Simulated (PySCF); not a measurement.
Structure with atom numbers: `[C-:1]#[N+:2][CH:3]1[CH2:4][CH2:5]1`. Each H is labelled by its parent atom. Ha(C4), Ha(C5) are cis to N2 on the ring; Hb(C4), Hb(C5) are trans to N2 on the ring.

Geometry: PBE0-D3(BJ)/def2-SVP; GIAO shifts from PySCF 2.14, gas phase, non-relativistic, averaged over equivalent atoms.

At PBE0/pcSseg-1 (110 basis functions, 5.5 s wall time on 1 thread of an Arm Neoverse V2, shared host):
```
        atoms  δ (ppm)
           C1    179.2
           C3     20.4
        C4/C5     11.3
           N2    200.6
        H(C3)     2.41
Ha(C4)/Ha(C5)     0.94
Hb(C4)/Hb(C5)     0.81
```

Shifts are taken against calculated references (same method and geometry level): TMS for 13C (184.41 ppm) and 1H (31.27 ppm); 15N (265.67 ppm) against NH3.

Problem. Predict the values at B3LYP/pcSseg-2 on the same geometry.

Solution. 
| atoms | δ at B3LYP/pcSseg-2 | change |
| --- | --- | --- |
| C1 | 177.0 | -2.2 |
| C3 | 21.3 | +0.9 |
| C4/C5 | 11.8 | +0.5 |
| N2 | 203.3 | +2.7 |
| H(C3) | 2.48 | +0.07 |
| Ha(C4)/Ha(C5) | 0.90 | -0.04 |
| Hb(C4)/Hb(C5) | 0.77 | -0.04 |

Shifts are taken against calculated references (same method and geometry level): 13C (179.19 ppm), 1H (31.39 ppm) against TMS; 15N (258.52 ppm) against NH3.

The largest change is at N2 (isocyanide nitrogen). Cost: 250 basis functions, 16 s wall time on 1 thread of an Arm Neoverse V2, shared host. The order of the carbon signals is the same at both levels.

Experimental scales use liquid or dissolved standards, which lie at an offset from isolated NH3 (liquid NH3: subtract about 20 ppm). Unscaled 15N shifts of sp2 nitrogen come out 20 to 40 ppm too high even then.
